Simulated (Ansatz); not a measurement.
The first iterations of a band of H3OSi (5 atoms, charge -1, multiplicity 1).

The calculation used UKS PBE/6-31G* in Ansatz.

```yaml
movable_images: 5
climbing_image: yes
spring: 5.0 eV/Å²
optimiser: quadratic models (default)
start_path: through a guess of the saddle point
force_threshold: 0.05 eV/Å
iteration_limit: 60
end_points: relaxed
```

First end point:

```xyz
5
Properties=species:S:1:pos:R:3
O -1.523 0.286 0.738
Si -0.114 0.021 0.056
H -0.072 -0.255 -1.478
H 0.736 -1.189 0.549
H 0.973 1.137 0.136
```

Last end point:

```xyz
5
Properties=species:S:1:pos:R:3
O -1.152 0.078 -0.222
Si 0.638 -0.108 -0.243
H -1.361 -0.068 -1.162
H 0.826 -1.049 1.009
H 1.050 1.146 0.619
```

| iteration | highest image above the first end (eV) | largest band force component (eV/Å) |
| --- | --- | --- |
| 1 | 4.036 | 9.096 |
| 2 | 3.106 | 4.103 |

Problem. Does the band converge within its limit, and where does its top end?

Solution. It converged. It ended after 8 iterations with the highest image 2.547 eV above the first end. Neighbouring images differ by up to 1.2 eV, so the band resolves the path poorly. A vibrational analysis at the climbing image gives one clearly imaginary mode, 1338i cm⁻¹: a first-order saddle point. The orbitals were unrestricted but ended closed-shell. Limits of this set-up: an anion without diffuse functions.

Run time: 100 s on 1 thread of Intel(R) Xeon(R) Processor @ 2.50GHz (Skylake/Cascade Lake) (shared host), peak memory 0.11 GiB.
